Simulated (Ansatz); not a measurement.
**CH2BF (SMILES B[C]F) at 6 levels**

Aim: a comparison of 6 runs (UHF/STO-3G, UBLYP/STO-3G, UPBE/STO-3G, UPBE0/STO-3G, RPA@PBE/STO-3G, UCCSD(T)/STO-3G) of CH2BF. 

The results are computed with Ansatz 0.2.0.

70 further runs of the same task are left out: 5 that didn't finish, 65 set aside as unsound or not needed.

### Step 1. The molecule

The species is CH2BF (5 atoms), meant as a triplet with charge 0. As SMILES, `B[C]F`. The H4–B1 distance was set to 1.750 Å, away from the relaxed value. At this shape a bond of the SMILES string is far longer than usual.

Bond lengths: B1–C2 1.475 Å, C2–F3 1.312 Å, B1–H5 1.176 Å. Angles: B1–C2–F3 134.8°, C2–B1–H5 118.7°. A long bond or contact: B1–H4 1.750 Å.

### Step 2. The energy at UHF/STO-3G (run 1)

File run.yaml:

```yaml
crystal:
  periodic: [false, false, false]
  atoms:
    - {symbol: B, position_ang: [-0.260991, 0.077241, 0.295362]}
    - {symbol: C, position_ang: [1.144459, 0.507151, 0.170822]}
    - {symbol: F, position_ang: [1.960639, 1.224031, 0.906332]}
    - {symbol: H, position_ang: [-0.994750, -0.904870, -0.953460]}
    - {symbol: H, position_ang: [-0.871031, 0.405891, 1.245982]}
basis:
  gaussian:
    orbitals: STO-3G
total_charge: 0
magnetization:
  spin_polarized: true
  initial_magnetization: 2
hamiltonian:
  xc: hf
accuracy: high
```

Command:

```
ansatz run run.yaml --threads 1 --pin off --max-ram 2610MiB --events-out events.jsonl --progress --plain --runs-dir runs
```

Standard output:

```text
Warning: RAYON_NUM_THREADS=1 ignored (pool sized by the plan → 1); use --threads N
Functional definition: HF
  name "HF"
  exchange = exact_x
  correlation = 0
293 factors; integrals over basis functions are off by at most 3.4e-8 eV
mean field evaluation 1: about -4372.2383 eV, gradient 1.3e1 eV
mean field evaluation 2: about -4372.3084 eV, gradient 1.3e1 eV
mean field evaluation 4: about -4374.2596 eV, gradient 2.5e0 eV
mean field evaluation 8: about -4374.4177 eV, gradient 8.3e-2 eV
mean field evaluation 16: about -4374.4271 eV, gradient 3.3e-2 eV
mean field evaluation 32: about -4374.4162 eV, gradient 2.4e-2 eV
mean field evaluation 64: about -4354.5659 eV, gradient 1.4e1 eV
mean field evaluation 96: about -4374.4102 eV, gradient 2.9e-3 eV
mean field -4374.42723964 eV, -160.7572359633 hartree, gradient 4.5e-8 eV, S^2 2.096652; 2 other end points of the search recorded, 0 dependent functions left out
reference -4374.42723964 eV, -160.7572359633 hartree; 12, 10 occupied and 5, 7 virtual orbitals, 293 factors
Total energy: -4374.42723964 eV, -160.7572359633 hartree
```

It took 0.2 s on 1 thread of AMD EPYC 7R43 (Zen 3), shared host.

### Step 3. The energy at UBLYP/STO-3G (run 2)

File molecule.yaml:

```yaml
basis:
  gaussian: {orbitals: STO-3G}
crystal:
  periodic: [false, false, false]
  atoms:
    - {symbol: B, position_ang: [-0.260991, 0.077241, 0.295362]}
    - {symbol: C, position_ang: [1.144459, 0.507151, 0.170822]}
    - {symbol: F, position_ang: [1.960639, 1.224031, 0.906332]}
    - {symbol: H, position_ang: [-0.994750, -0.904870, -0.953460]}
    - {symbol: H, position_ang: [-0.871031, 0.405891, 1.245982]}
magnetization: {spin_polarized: true, initial_magnetization: 2}
hamiltonian: {xc: {name: BLYP}}
accuracy: high
```

Command:

```
ansatz run molecule.yaml --threads 1 --pin off --max-ram 2610MiB --events-out events.jsonl --progress --plain --runs-dir runs
```

Standard output:

```text
Warning: RAYON_NUM_THREADS=1 ignored (pool sized by the plan → 1); use --threads N
Functional definition: BLYP
  name "BLYP"
  parameter beta = 0.0042
  parameter a = 0.04918
  parameter b = 0.132
  parameter c = 0.2533
  parameter d = 0.349
  exchange = b88_x(beta = beta)
  correlation = lyp_c(a = a, b = b, c = c, d = d)
293 factors; integrals over basis functions are off by at most 3.4e-8 eV
mean field evaluation 1: about -4390.0085 eV, gradient 2.6e1 eV
mean field evaluation 2: about -4386.6076 eV, gradient 2.8e1 eV
mean field evaluation 4: about -4394.3093 eV, gradient 2.5e0 eV
mean field evaluation 8: about -4394.2552 eV, gradient 6.9e-2 eV
mean field evaluation 16: about -4394.2553 eV, gradient 6.3e-6 eV
mean field -4394.25528431 eV, -161.4859031651 hartree, gradient 3.5e-8 eV, S^2 2.002214; 0 other end points of the search recorded, 0 dependent functions left out
reference -4394.25531625 eV, -161.4859043390 hartree; 12, 10 occupied and 5, 7 virtual orbitals, 293 factors
Total energy: -4394.25531625 eV, -161.4859043390 hartree
```

Wall time 1.4 s (1 thread of AMD EPYC 7R43 (Zen 3), shared host); peak memory 0.14 GiB.

### Step 4. The energy at UPBE/STO-3G (run 3)

File input.yaml:

```yaml
crystal:
  periodic: [false, false, false]
  atoms:
    - {symbol: B, position_ang: [-0.260991, 0.077241, 0.295362]}
    - {symbol: C, position_ang: [1.144459, 0.507151, 0.170822]}
    - {symbol: F, position_ang: [1.960639, 1.224031, 0.906332]}
    - {symbol: H, position_ang: [-0.994750, -0.904870, -0.953460]}
    - {symbol: H, position_ang: [-0.871031, 0.405891, 1.245982]}
basis:
  gaussian: {orbitals: STO-3G}
total_charge: 0
magnetization: {spin_polarized: true, initial_magnetization: 2}
hamiltonian: {xc: pbe}
accuracy: high
```

Command:

```
ansatz run input.yaml --threads 1 --pin off --max-ram 2610MiB --events-out events.jsonl --progress --plain --runs-dir runs
```

Standard output:

```text
Warning: RAYON_NUM_THREADS=1 ignored (pool sized by the plan → 1); use --threads N
Functional definition: PBE
  name "PBE"
  parameter kappa = 0.804
  parameter beta = 0.06672455060314922
  exchange = pbe_x(kappa = kappa, mu = beta*pi^2/3)
  correlation = pbe_c(beta = beta)
293 factors; integrals over basis functions are off by at most 3.4e-8 eV
mean field evaluation 1: about -4386.4171 eV, gradient 2.6e1 eV
mean field evaluation 2: about -4383.0834 eV, gradient 2.8e1 eV
mean field evaluation 4: about -4390.8163 eV, gradient 2.7e0 eV
mean field evaluation 8: about -4390.7695 eV, gradient 6.9e-2 eV
mean field evaluation 16: about -4390.7696 eV, gradient 5.6e-6 eV
mean field -4390.76956216 eV, -161.3578052388 hartree, gradient 2.4e-8 eV, S^2 2.002780; 0 other end points of the search recorded, 0 dependent functions left out
reference -4390.76956370 eV, -161.3578052953 hartree; 12, 10 occupied and 5, 7 virtual orbitals, 293 factors
Total energy: -4390.76956370 eV, -161.3578052953 hartree
```

It took 1.8 s on 1 thread of AMD EPYC 7R43 (Zen 3), shared host; peak memory 0.13 GiB.

Runs 4 to 5 aren't shown in full; the table further down has their settings and results.

### Step 5. A single-point energy at UCCSD(T)/STO-3G (run 6)

File run.yaml:

```yaml
crystal:
  periodic: [false, false, false]
  atoms:
    - symbol: B
      position_ang: [-0.260991, 0.077241, 0.295362]
    - symbol: C
      position_ang: [1.144459, 0.507151, 0.170822]
    - symbol: F
      position_ang: [1.960639, 1.224031, 0.906332]
    - symbol: H
      position_ang: [-0.994750, -0.904870, -0.953460]
    - symbol: H
      position_ang: [-0.871031, 0.405891, 1.245982]
basis:
  gaussian: {orbitals: STO-3G}
magnetization: {spin_polarized: true, initial_magnetization: 2}
correlation: {method: ccsd_t, frozen_orbitals: {B: 1, C: 1, F: 1, H: 0}}
accuracy: high
scf: {omitted_lower_state_checks: [cluster_reference, increment]}
```

Command:

```
ansatz run run.yaml --threads 1 --pin off --max-ram 2610MiB --events-out events.jsonl --progress --plain --runs-dir runs
```

Standard output:

```text
Warning: RAYON_NUM_THREADS=1 ignored (pool sized by the plan → 1); use --threads N
[... 13 lines left out ...]
3 core orbitals not correlated: weight in the atoms' cores, before any rotation towards them, 1.000 or more for the frozen orbitals, at most 0.000 for the correlated occupied ones
[... 34 lines left out ...]
Total energy: -4378.32761406 eV, -160.9005720796 hartree
Checks for a lower state left out: cluster_reference, increment
```

Wall time 0.38 s (1 thread of AMD EPYC 7R43 (Zen 3), shared host).

### Step 6. All runs side by side

```csv
run,level,frozen core orbitals,energy (Eh),⟨S²⟩,wall time
1,UHF/STO-3G,–,-160.757236,2.097,0.2 s
2,UBLYP/STO-3G,–,-161.485904,2.002,1.4 s
3,UPBE/STO-3G,–,-161.357805,2.003,1.8 s
4,UPBE0/STO-3G,–,-161.379370,2.003,1.4 s
5,RPA@PBE/STO-3G,3,-160.974311,2.003,1.4 s
6,UCCSD(T)/STO-3G,3,-160.900572,2.097,0.38 s
```

### Step 7. What came out

```
                                          quantity          value
                               run 6: total energy  -160.90057 Eh
run 6: correlation energy (3 core orbitals frozen)     -143.3 mEh
                             run 6: (T) correction      -4.36 mEh
          run 6: ⟨S²⟩ of the reference determinant          2.097
                              run 6: T1 diagnostic          0.037
```

**Reading.** Totals of different functionals can't be ranked against each other. In runs 1, 2, 3, 4, 5, 6 the basis is minimal, so the values are rough. All runs together took 6.5 s, the longest 1.8 s.
